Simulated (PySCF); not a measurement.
dimethyl ether (C₂H₆O), SMILES O(C)C.

Geometry: PBE0-D3(BJ)/def2-TZVP.

Two levels are set side by side: PBE/def2-TZVPD (PySCF) and ωB97X/def2-TZVPD (PySCF). Same geometry, gas phase. Differences are taken from unrounded values.

```json
[
 {"quantity": "orbital gap (eV)", "ωB97X": "11.96", "PBE": "5.68", "PBE minus ωB97X": "-6.27"},
 {"quantity": "highest occupied level (eV)", "ωB97X": "-9.93", "PBE": "-5.89", "PBE minus ωB97X": "4.04"},
 {"quantity": "lowest empty level (eV)", "ωB97X": "2.03", "PBE": "-0.20", "PBE minus ωB97X": "-2.23"},
 {"quantity": "dipole moment (D)", "ωB97X": "1.28", "PBE": "1.12", "PBE minus ωB97X": "-0.16"},
 {"quantity": "mean polarisability (bohr³)", "ωB97X": "33.3", "PBE": "35.5", "PBE minus ωB97X": "2.2"}
]
```

PBE's occupied levels lie high since its potential decays too fast outside the molecule; exact exchange lowers them and widens the gap. Loosely held outer electrons make PBE densities more polarisable. Differences between two approximate levels are no errors against the true value.

Rough cost on one machine, each run with all the roots and properties that it gave: ωB97X against PBE within a factor of 2.
